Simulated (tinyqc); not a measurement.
Starting guesses with plain Roothaan steps: SCF starting guesses in the sto-6g basis, for H2O+, spin multiplicity 2. Computed by the program tinyqc with PySCF. 

Geometry (angstrom):

| atom | x | y | z |
|---|---|---|---|
| O | 0.0000 | 0.0000 | 0.0000 |
| H | 0.0000 | 0.9580 | 0.6150 |
| H | 0.0000 | -0.9910 | 0.6370 |

lowest solution found by these runs and by PySCF with stability checks = -75.354704 hartree

UHF with one setting changed at a time; a run stops when the energy changes by less than 1e-09 hartree and the error matrix is below 1e-5. Starts: the lowest orbitals of the core Hamiltonian, of the Wolfsberg-Helmholz matrix (K = 1.75), projected atomic densities, random orbitals, and the highest orbitals of the core Hamiltonian (a deliberately bad start).

Largest element of the error matrix X^T (FDS - SDF) X:

| iteration | core | Wolfsberg-Helmholz | atomic densities | random | highest core orbitals |
|---|---|---|---|---|---|
| 1 | 2.5e-01 | 2.2e-01 | 4.2e-01 | 6.1e+00 | 1.8e-01 |
| 2 | 2.2e-02 | 5.7e-02 | 1.2e-01 | 2.6e-01 | 2.5e-01 |
| 3 | 9.1e-03 | 1.8e-02 | 1.6e-02 | 5.0e-02 | 6.4e-02 |
| 4 | 4.9e-03 | 5.8e-03 | 6.4e-03 | 3.6e-02 | 1.7e-02 |
| 5 | 3.3e-03 | 4.0e-03 | 3.5e-03 | 3.4e-02 | 1.2e-02 |
| 6 | 2.4e-03 | 2.8e-03 | 2.7e-03 | 3.3e-02 | 9.1e-03 |
| 8 | 1.4e-03 | 1.6e-03 | 1.6e-03 | 3.4e-02 | 5.2e-03 |
| 10 | 8.0e-04 | 9.4e-04 | 9.6e-04 | 3.3e-02 | 3.6e-03 |
| 14 | 3.0e-04 | 3.5e-04 | 3.6e-04 | 2.9e-02 | 1.2e-02 |
| 20 | 6.7e-05 | 7.8e-05 | 8.1e-05 | 1.9e-02 | 5.5e-02 |
| 30 | - | 6.5e-06 | 6.7e-06 | 7.1e-03 | 1.6e-02 |
| 45 | - | - | - | 1.4e-03 | 4.5e-04 |
| 60 | - | - | - | 2.9e-04 | 1.6e-05 |

How each run ends:

| run | iterations | E (hartree) | state |
|---|---|---|---|
| core | 29 | -75.354704 | lowest found |
| Wolfsberg-Helmholz | 30 | -75.354704 | lowest found |
| atomic densities | 30 | -75.354704 | lowest found |
| random | >60 | -75.354702 | falls steadily but slowly, by a factor of about 0.90 a step |
| highest core orbitals | >60 | -75.281759 | falls steadily but slowly, by a factor of about 0.80 a step |

3 of 5 runs reach the lowest solution found, in 29 to 30 iterations (fastest: core). Not converged: random, highest core orbitals. The first errors are 2e-01, 2e-01, 4e-01, 6e+00, 2e-01; the deliberately bad start has the smallest one, so a small first error does not mark a good start.
